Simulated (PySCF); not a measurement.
**Spin states of SiCl**

Unrestricted PBE0; PySCF, no relativity, basis sets Si 3-21G, Cl 3-21G. Outer shells of the fragments: Si 3s2 3p2; Cl 3s2 3p5.

Followed along the bond (rough minima from three points):

| 2Ms+1 | unpaired | ⟨S²⟩ at the start | R at minimum (Å) | Te (eV) |
| --- | --- | --- | --- | --- |
| 2 | π ↑ | 0.75 | 2.22 | 0.00 |
| 4 | σ ↑, π ↑↑ | 3.75 | 2.24 | 2.88 |

Solutions found at the starting distance of 2.085 Å, counted from the lowest of them; the search is not exhaustive and high or unbound solutions are not listed, so other states can lie among these:

```csv
2Ms+1,unpaired,term,E (eV),⟨S²⟩,⟨Lz²⟩,μ (D)
2,π ↑,²Π,0.00,0.75,1.00,-1.66
4,"σ ↑, π ↑↑",⁴Σ⁻,2.87,3.75,0.00,-1.87
2,σ ↑,²Σ⁺,3.42,0.75,0.00,-1.36
2,"σ ↑, π ↑↓",mixed,3.91,1.75,2.00,-1.09
2,"σ ↓, π ↑↑",mixed,4.11,1.77,0.00,-0.42
4,π ↑↑↑,⁴Π,5.29,3.75,1.00,3.75
```

A term symbol is given only where ⟨S²⟩ and ⟨Lz²⟩ are close to those of a pure state; real π, δ and φ orbitals otherwise mix terms. A positive dipole means Si(−)Cl(+).

Counting both spins, an empty level lies below a filled one in some of these solutions, because spin and occupation are held. 3-21G is very small, so such numbers show the basis as much as the molecule.
